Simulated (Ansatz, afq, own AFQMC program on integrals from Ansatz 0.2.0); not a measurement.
Integrals from Ansatz 0.2.0, then the random walk in our own AFQMC program (afq).

```yaml
crystal:
  periodic: [false, false, false]
  atoms:
    - {symbol: O, position_ang: [-0.170859, -0.049094, 0.000000]}
    - {symbol: H, position_ang: [-0.420169, 0.877481, 0.000000]}
    - {symbol: H, position_ang: [1.126141, -0.049094, 0.000000]}
    - {symbol: H, position_ang: [2.006141, -0.049094, 0.000000]}
basis:
  gaussian: {orbitals: cc-pVTZ}
magnetization: {spin_polarized: true, initial_magnetization: 1}
correlation: {method: ccsd_t, electrons: outside_noble_gas, hamiltonian_folder: ham}
```

```sh
$ ansatz run in.yaml --threads 1 --pin off --events-out ev --progress --plain --max-ram 16896MiB --backend cuda --devices 0, --max-vram 18GiB
```

Options of the walk:

```
--method phaseless --trial cisd --walkers 3100 --populations 20 --least-time 60 --time-step 0.005 --steps-per-block 50 --equilibration-blocks 28 --max-blocks 4000 --target-error 0.00018 --factor-cut 1e-05 --start spin_pure --seed 9078 --release-times 0.24,0.51,0.99,1.62,2.4 --release-step 0.03 --release-every 3 --taylor-order 6
```

Times are imaginary, in 1/Eh. The walk had a cap of 243 s. With eight or more populations the least sampling time is a fifth of least-time, and the error comes from their spread.

Log:

```
orbitals 71  electrons 5 4  factors 413 of 413
reference energy -76.51486541 Eh
CCSD correlation -0.27476721 Eh in 14 cycles, weight of the determinant in the CISD state 0.9102
energy of the start -76.787835 Eh
 block  time / (1/Eh)  mean weight  energy / Eh
     1     0.250  0.9998  -76.789303
     2     0.500  0.9999  -76.792595
     3     0.750  0.9997  -76.794557
     4     1.000  0.9999  -76.796292
     5     1.250  0.9995  -76.796229
     8     2.000  0.9996  -76.796785
    11     2.750  1.0001  -76.798252
    14     3.500  1.0005  -76.797994
    17     4.250  0.9996  -76.799102
    20     5.000  1.0002  -76.798334
    23     5.750  1.0009  -76.797834
    26     6.500  1.0001  -76.798111
    29     7.250  0.9998  -76.797949
    31     7.750  1.0003  -76.799133
    32     8.000  1.0002  -76.798373
    35     8.750  1.0004  -76.797888
    38     9.500  1.0002  -76.797434
    41    10.250  1.0000  -76.797485
    44    11.000  1.0000  -76.796711
    47    11.750  0.9999  -76.797950
    50    12.500  0.9996  -76.797342
    51    12.750  1.0003  -76.796702
    53    13.250  0.9997  -76.797529
    56    14.000  0.9994  -76.797377
    59    14.750  0.9998  -76.798227
    62    15.500  1.0001  -76.797783
    65    16.250  1.0000  -76.799128
    68    17.000  1.0001  -76.798276
    71    17.750  1.0003  -76.797903
    74    18.500  0.9999  -76.796934
    77    19.250  1.0005  -76.796832
    78    19.500  1.0007  -76.796773
error from the spread of 20 populations
released: time / (1/Eh)  energy / Eh  error  mean overlap
  0.24  -76.797806  0.000114  1.0000
  0.51  -76.798216  0.000105  0.9910
  0.99  -76.798303  0.000140  0.9885
  1.62  -76.798179  0.000135  0.9843
  2.40  -76.798459  0.000192  0.9682
energy -76.797692 +/- 0.000136 Eh
(rows thinned)
```

The run passed its tests (sampling time, drift between the halves within three errors, error under three times the target), which doesn't prove that it has relaxed.

Against this walk (error 3.7 meV) on the same determinant: CCSD(T) 5.0 meV higher (within the noise), CCSDT(Q) 19.3 meV lower. The error is statistical and leaves out the bias of the constraint. Released to 2.40 1/Eh the energy lies 21 ± 6 meV (both errors) below the phaseless value, which shows part or all of the bias of the constraint, and CCSDT(Q) lies 1.6 meV above the released value.

Cautions: constraint bias not in the error.

The walk took 110 s on 1 × NVIDIA H100 80GB HBM3 with 2 threads of AMD EPYC 7R13 Processor (Zen 3), with other jobs on the host (the card was shared). The log's last line is the phaseless energy.

CCSDT and higher add their correlation energy to the determinant of the CCSD(T) run, since their own runs factorise the integrals more tightly (a shift of under 2 meV). A walk keeps the symmetry of its determinant, which the program's search chose and which needn't be the lowest solution, so a lower state of the same spin and another symmetry isn't excluded.
